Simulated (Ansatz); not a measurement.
**fcc Rh**

The numbers are results of LDA in Ansatz (PAW), not measurements.

Settings: plane-wave cutoff 500 eV, 14×20×1 k mesh (along the axes of the cell as run), Fermi–Dirac smearing 0.1 eV, scalar-relativistic PAW data made under PBE.

Cell: relaxed at this level.

* **surface energy of the (110) face**: 3.11 J/m²
* **work function of the (110) face**: 4.96 eV

The slab of 12 atoms is relaxed and unreconstructed.

Ansatz is a first-principles code.
